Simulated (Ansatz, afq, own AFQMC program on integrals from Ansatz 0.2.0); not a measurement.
## GeNH, singlet → GeNH⁺, doublet

```xyz
3

Ge    0.0000    0.0000    1.4305
N     0.0000    0.0000   -0.2139
H     0.0000    0.0000   -1.2166
```

Connectivity, by distances: Ge–NH.

E(doublet, charge +1) − E(singlet, charge +0) at this geometry, on UHF and UHF determinants.

Basis cc-pVDZ. Only valence electrons are correlated. Ansatz 0.2.0 and our own AFQMC program on the same integrals; the CISD trial comes from CCSD amplitudes, and released means the phaseless constraint is let go. Error bars are statistical, one sigma. No spin–orbit coupling. The errors of all members are added in quadrature.

No full CI on the walks' own integrals is used here. The released AFQMC energy serves as the reference, which it does only where one determinant dominates, the energy is flat over the last release times and near the phaseless one (40 meV or 2 meV an electron, half that with transition metals). On small molecules, where full CI could be run and the noise was under 10 meV, such values lay within 10 meV of it in 19 cases of 20, a flattering rate, since the rule was set on those same cases; what remains of the bias isn't in the error bar. Each member takes its own surest rung, up to full CI.

Errors are counted within cc-pVDZ, not against nature.

Cautions: inner d shell frozen; no relativity below Rb; no spin-orbit coupling; GeNH (singlet): higher spins were not checked, the determinant is a saddle point among determinants of its kind, raised T1 diagnostic (T1 0.029, weight of the determinant 0.86, largest double 0.10), the released value is read at 2.40 1/Eh with a noise of 23 meV, more than in the cases checked (meV from the phaseless value at times in 1/Eh: 31 ± 26 at 0.24, 19 ± 19 at 0.51, 46 ± 20 at 0.99, 39 ± 18 at 1.62, 28 ± 23 at 2.40); GeNH⁺ (doublet): the released value is read at 2.40 1/Eh with a noise of 16 meV, more than in the cases checked (meV from the phaseless value at times in 1/Eh: -20 ± 14 at 0.24, -15 ± 10 at 0.51, -26 ± 12 at 0.99, -24 ± 13 at 1.62, -34 ± 16 at 2.40).

Reference (AFQMC with the constraint released): 940.7 ± 2.7 kJ/mol.

```
        level  vertical ionization energy (kJ/mol)  error against released AFQMC (kJ/mol)
           HF                                773.5                           -167.1 ± 2.7
          MP2                                969.2                             28.5 ± 2.7
         CCSD                                922.0                            -18.7 ± 2.7
      CCSD(T)                                940.9                              0.2 ± 2.7
ph-AFQMC/CISD                          946.6 ± 3.0                              6.0 ± 4.1
```

Correlation beyond CCSD(T) changes it by less than twice the noise. The perturbative (T) step is worth +18.9 kJ/mol.

A walk keeps the symmetry of its determinant, which the program's search chose and which needn't be the lowest solution, so a lower state of the same spin and another symmetry isn't excluded. Released energies are given only where the last usable release times agree within the noise; a slower fall can still hide under it.
